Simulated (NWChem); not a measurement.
Program: NWChem. System: AlF3, charge 0, spin multiplicity 1, displaced from the optimised geometry. The structure started from a generated list of species.

Job file:

```
start mol
memory heap 200 mb stack 900 mb global 1100 mb
geometry units angstroms nocenter noautoz
  Al     0.000000     0.000000     0.000002
  F      0.000000     0.000000     1.678595
  F      1.453695     0.000000    -0.839299
  F     -1.453695     0.000000    -0.839299
  symmetry group C2v
end
basis spherical
  * library def2-tzvp
end
dft
  xc becke88 perdew86
  semidirect memsize 60000000 filesize 0
  iterations 100
  convergence nodiis damp 40
end
task dft gradient
```

The output up to the point where the run's verdict is printed (cleaned and shortened):

```
             Northwest Computational Chemistry Package (NWChem) 7.3.0
             --------------------------------------------------------

                                NWChem Input Module
                                -------------------

 Scaling coordinates for geometry "geometry" by  1.889725989
 (inverse scale =  0.529177249)

 Turning off AUTOSYM since
 SYMMETRY directive was detected!

                             Geometry "geometry" -> ""
                             -------------------------

 Output coordinates in angstroms (scale by  1.889725989 to convert to a.u.)

  No.       Tag          Charge          X              Y              Z
 ---- ---------------- ---------- -------------- -------------- --------------
    1 Al                  13.0000     0.00000000     0.00000000     0.00000200
    2 F                    9.0000     0.00000000     0.00000000     1.67859500
    3 F                    9.0000     1.45369500     0.00000000    -0.83929900
    4 F                    9.0000    -1.45369500     0.00000000    -0.83929900

 Effective nuclear repulsion energy (a.u.)     154.8816868739

            Nuclear Dipole moment (a.u.)
            ----------------------------
        X                 Y               Z
 ---------------- ---------------- ----------------
     0.0000000000     0.0000000000    -0.0000018897

      Symmetry information
      --------------------

 Group name             C2v
 Group number             16
 Group order               4
 No. of unique centers     3

      Symmetry unique atoms

     1    2    3


 Summary of "ao basis" -> "" (spherical)
 ------------------------------------------------------------------------------
       Tag                 Description            Shells   Functions and Types
 ---------------- ------------------------------  ------  ---------------------
 *                         def2-tzvp                  on all atoms

  perdew86 is a nonlocal functional; adding perdew81 local functional.

                                 NWChem DFT Module
                                 -----------------

 Summary of "ao basis" -> "ao basis" (spherical)
[...]
 d= 0,ls=0.5         52   -522.2409634206  7.93D+00  8.71D-02              14.1
 d= 0,ls=0.5         53   -530.1738189845 -7.93D+00  8.71D-02              14.4
 d= 0,ls=0.5         54   -522.2498030782  7.92D+00  8.71D-02              14.6
 d= 0,ls=0.5         55   -530.1776644971 -7.93D+00  8.71D-02              14.8
 d= 0,ls=0.5         56   -522.2565761739  7.92D+00  8.71D-02              15.0
 d= 0,ls=0.5         57   -530.1806110083 -7.92D+00  8.71D-02              15.3
 d= 0,ls=0.5         58   -522.2617642526  7.92D+00  8.71D-02              15.5
 d= 0,ls=0.5         59   -530.1828680201 -7.92D+00  8.71D-02              15.7
 d= 0,ls=0.5         60   -522.2657372224  7.92D+00  8.71D-02              16.0
 d= 0,ls=0.5         61   -530.1845964108 -7.92D+00  8.70D-02              16.2
 d= 0,ls=0.5         62   -522.2687790495  7.92D+00  8.70D-02              16.4
 d= 0,ls=0.5         63   -530.1859197209 -7.92D+00  8.70D-02              16.6
 d= 0,ls=0.5         64   -522.2711076036  7.91D+00  8.70D-02              16.9
 d= 0,ls=0.5         65   -530.1869327360 -7.92D+00  8.70D-02              17.1
 d= 0,ls=0.5         66   -522.2728899372  7.91D+00  8.70D-02              17.3
 d= 0,ls=0.5         67   -530.1877081316 -7.91D+00  8.70D-02              17.6
 d= 0,ls=0.5         68   -522.2742540726  7.91D+00  8.70D-02              17.8
 d= 0,ls=0.5         69   -530.1883016022 -7.91D+00  8.70D-02              18.0
 d= 0,ls=0.5         70   -522.2752980820  7.91D+00  8.70D-02              18.3
 d= 0,ls=0.5         71   -530.1887558124 -7.91D+00  8.70D-02              18.5
 d= 0,ls=0.5         72   -522.2760970717  7.91D+00  8.70D-02              18.7
 d= 0,ls=0.5         73   -530.1891034352 -7.91D+00  8.70D-02              19.0
 d= 0,ls=0.5         74   -522.2767085464  7.91D+00  8.70D-02              19.2
 d= 0,ls=0.5         75   -530.1893694864 -7.91D+00  8.70D-02              19.4
 d= 0,ls=0.5         76   -522.2771765260  7.91D+00  8.70D-02              19.6
 d= 0,ls=0.5         77   -530.1895731157 -7.91D+00  8.70D-02              19.9
 d= 0,ls=0.5         78   -522.2775347038  7.91D+00  8.70D-02              20.1
 d= 0,ls=0.5         79   -530.1897289801 -7.91D+00  8.70D-02              20.3
 d= 0,ls=0.5         80   -522.2778088656  7.91D+00  8.70D-02              20.5
 d= 0,ls=0.5         81   -530.1898482970 -7.91D+00  8.70D-02              20.8
 d= 0,ls=0.5         82   -522.2780187443  7.91D+00  8.70D-02              21.0
 d= 0,ls=0.5         83   -530.1899396504 -7.91D+00  8.70D-02              21.2
 d= 0,ls=0.5         84   -522.2781794397  7.91D+00  8.70D-02              21.5
 d= 0,ls=0.5         85   -530.1900096089 -7.91D+00  8.70D-02              21.7
 d= 0,ls=0.5         86   -522.2783025057  7.91D+00  8.70D-02              21.9
 d= 0,ls=0.5         87   -530.1900631987 -7.91D+00  8.70D-02              22.2
 d= 0,ls=0.5         88   -522.2783967828  7.91D+00  8.70D-02              22.4
 d= 0,ls=0.5         89   -530.1901042654 -7.91D+00  8.70D-02              22.6
 d= 0,ls=0.5         90   -522.2784690349  7.91D+00  8.70D-02              22.8
 d= 0,ls=0.5         91   -530.1901357514 -7.91D+00  8.70D-02              23.1
 d= 0,ls=0.5         92   -522.2785244373  7.91D+00  8.70D-02              23.3
 d= 0,ls=0.5         93   -530.1901599080 -7.91D+00  8.70D-02              23.5
 d= 0,ls=0.5         94   -522.2785669494  7.91D+00  8.70D-02              23.8
 d= 0,ls=0.5         95   -530.1901784577 -7.91D+00  8.70D-02              24.0
 d= 0,ls=0.5         96   -522.2785996006  7.91D+00  8.70D-02              24.2
 d= 0,ls=0.5         97   -530.1901927183 -7.91D+00  8.70D-02              24.4
 d= 0,ls=0.5         98   -522.2786247087  7.91D+00  8.70D-02              24.7
 d= 0,ls=0.5         99   -530.1902036980 -7.91D+00  8.70D-02              24.9
 d= 0,ls=0.5        100   -522.2786440468  7.91D+00  8.70D-02              25.1
```

The run did not converge; its last values are not results. The next line reads: Calculation failed to converge. NWChem stopped with the message: dft gradient failed.
